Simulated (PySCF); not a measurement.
**Splitting trees**

Structure with atom numbers: `[CH2:1]=[CH:2][CH3:3]`. Hydrogens are named by the atom that carries them. Ha(C1) is cis to C3; Hb(C1) is trans to C3.

[PySCF: B3LYP/pcJ-1 coupling constants; shielding tensors at PBE0/pcSseg-1 (GIAO); geometry from GFN2-xTB; rapidly exchanging positions averaged; single conformer; no solvent; non-relativistic]

Scale: $^{1}$H vs TMS (reference shieldings calculated alike).

Spectrometer: 800 MHz for $^{1}$H. First-order analysis; couplings under 1 Hz (under 4 Hz in carbon signals) are ignored, and nearly equal couplings are merged; the smaller ones broaden or split the lines further.

Problem. What pattern does H(C3) show ($^{1}$H)?

Solution. A doublet of triplets at δ 1.87: 7.2 Hz to H(C2) (1 × $^{1}$H, 3 bonds away), 2.1 Hz to Ha(C1) and Hb(C1) (2 × $^{1}$H, 4 bonds away). Lines in Hz from the centre (relative intensity): +5.7 (1), +3.6 (2), +1.5 (1), -1.5 (1), -3.6 (2), -5.7 (1). The outer lines are 11.4 Hz apart, the sum of the couplings kept, or 0.014 ppm at this field.

Problem. What pattern does H(C2) show ($^{1}$H)?

Solution. A doublet of doublets of quartets at δ 6.16: 17.9 Hz to Ha(C1) (1 × $^{1}$H, 3 bonds away), 11.3 Hz to Hb(C1) (1 × $^{1}$H, 3 bonds away), 7.2 Hz to H(C3) (3 × $^{1}$H, 3 bonds away). Lines in Hz from the centre (relative intensity): +25.4 (1), +18.2 (3), +14.1 (1), +11.0 (3), +7.5 (1), +6.9 (3), +3.8 (1), +0.3 (3), -0.3 (3), -3.8 (1), -6.9 (3), -7.5 (1), -11.0 (3), -14.1 (1), -18.2 (3), -25.4 (1). The outer lines are 50.8 Hz apart, the sum of the couplings kept, or 0.064 ppm at this field.

Problem. What pattern does Ha(C1) show ($^{1}$H)?

Solution. A doublet of quartets at δ 5.41: 17.9 Hz to H(C2) (1 × $^{1}$H, 3 bonds away), 2.2 Hz to H(C3) (3 × $^{1}$H, 4 bonds away). Lines in Hz from the centre (relative intensity): +12.2 (1), +10.1 (3), +7.8 (3), +5.7 (1), -5.7 (1), -7.8 (3), -10.1 (3), -12.2 (1). The outer lines are 24.5 Hz apart, the sum of the couplings kept, or 0.031 ppm at this field.

Problem. What pattern does Hb(C1) show ($^{1}$H)?

Solution. A doublet of quartets at δ 5.24: 11.3 Hz to H(C2) (1 × $^{1}$H, 3 bonds away), 2.0 Hz to H(C3) (3 × $^{1}$H, 4 bonds away). Lines in Hz from the centre (relative intensity): +8.7 (1), +6.7 (3), +4.7 (3), +2.6 (1), -2.6 (1), -4.7 (3), -6.7 (3), -8.7 (1). The outer lines are 17.3 Hz apart, the sum of the couplings kept, or 0.022 ppm at this field.

Unscaled 3J(H,H) at this level run about 10 % above measured values.
